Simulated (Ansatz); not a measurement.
# FH4OSi: the cost of one run

All numbers below are computed with Ansatz 0.2.0 (RKS PBE-D4/def2-mTZVP).

## Step 1: Starting point

Bond lengths: O1–H2 0.956 Å, O1–Si3 1.671 Å, Si3–F4 1.797 Å, Si3–H5 1.559 Å, Si3–H6 1.489 Å, Si3–H7 1.489 Å. Angles: H2–O1–Si3 109.9°, O1–Si3–F4 91.1°, O1–Si3–H5 89.2°, O1–Si3–H6 116.2°, O1–Si3–H7 117.0°, F4–Si3–H5 179.6°, F4–Si3–H6 85.7°, F4–Si3–H7 85.6°, H5–Si3–H6 94.2°, H5–Si3–H7 94.1°, H6–Si3–H7 126.2°.

Coordinates:

```xyz
7

O    -0.1448    0.0731   -1.3435
H     0.6243    0.5811   -1.5956
Si   -0.1684   -0.1384    0.3141
F     1.4156    0.6934    0.4785
H    -1.5418   -0.8645    0.1804
H    -0.7187    0.9914    1.1130
H     0.5339   -1.3361    0.8530
```

## Step 2: Preparing the start

The input, input.yaml:

```yaml
crystal:
  periodic: [false, false, false]
  atoms:
    - { symbol: O, position_ang: [-0.1448, 0.0731, -1.3435] }
    - { symbol: H, position_ang: [0.6243, 0.5811, -1.5956] }
    - { symbol: Si, position_ang: [-0.1684, -0.1384, 0.3141] }
    - { symbol: F, position_ang: [1.4156, 0.6934, 0.4785] }
    - { symbol: H, position_ang: [-1.5418, -0.8645, 0.1804] }
    - { symbol: H, position_ang: [-0.7187, 0.9914, 1.113] }
    - { symbol: H, position_ang: [0.5339, -1.3361, 0.853] }
total_charge: -1
basis:
  gaussian: { orbitals: def2-mTZVP }
hamiltonian:
  xc: pbe
  dispersion: d4
relax:
  f_tol: 0.02
  max_steps: 40
```

Command:

```console
$ ansatz run input.yaml --threads 1 --pin off --max-ram 2048MiB --backend cpu --events-out ev --progress --plain --runs-dir out
```

What time and memory should one allow on 1 thread of Arm Neoverse V2, shared host?

About 13 s, with a peak of 0.12 GiB.
